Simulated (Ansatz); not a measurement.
Mixing energy, order and entropy in Hf5W

Method: DFT PBE, scalar-relativistic, plane waves, PAW in Ansatz 0.2.0.

Settings: cutoff 420 eV, Γ-centred mesh 6×6×5 on the computed 12-atom cell, Gaussian smearing of 0.10 eV; no spin polarisation.

Cells of 12 atoms on a bcc lattice, 2 W, 10 Hf, each occupation relaxed without symmetry on a coarser mesh and computed once more. α is the first-shell Warren–Cowley parameter of unlike pairs (negative: unlike neighbours in excess, 0: random). ΔH counts from the elements in their standard crystals.

| cell | α | ΔH (meV/atom) | V (Å³/atom) | rms shift from sites (Å) |
| --- | --- | --- | --- | --- |
| 1 | -0.05 | 147 | 21.19 | 0.26 |
| 2 | -0.20 | 119 | 21.24 | 0.26 |
| 3 | 0.10 | 97 | 21.41 | 0.32 |

Weigh the mixing energy against the ideal entropy.

Ideal mixing gives S = −k_B Σ x ln x = 0.451 k_B per atom (3.7 J/(mol K)), worth 39 meV/atom at 1000 K. The cell nearest to random, 1, has ΔH = 147 meV/atom. Against the pure elements it breaks even at T = ΔH/S = 3780 K, beyond the melting of most metals, so a solid solution isn't expected. ΔH includes the cost of putting the elements on this lattice where they prefer another, and what the coarser relaxation leaves, which can only raise it; vibrational entropy is left out. An error of 8 meV/atom in ΔH, as mesh and relaxation can leave, moves such a temperature by 210 K, and the spread of these cells, 50 meV/atom, by 1280 K.

Does the alloy prefer like or unlike neighbours?

Across α from -0.20 to 0.10 the energy spans 50 meV/atom, a slope of -72 meV/atom per unit of α. The energy doesn't follow α, so first-shell order isn't what sets these cells apart.

The final mesh leaves forces up to 0.06 eV/Å and stresses up to 0.2 GPa.

Spin–orbit coupling is left out, which can shift energies with elements as heavy as these.

Cost: 6 runs of about 40 core-minutes in all (earlier runs that led there not counted), on Intel Xeon 6975P-C (Granite Rapids) (shared hosts).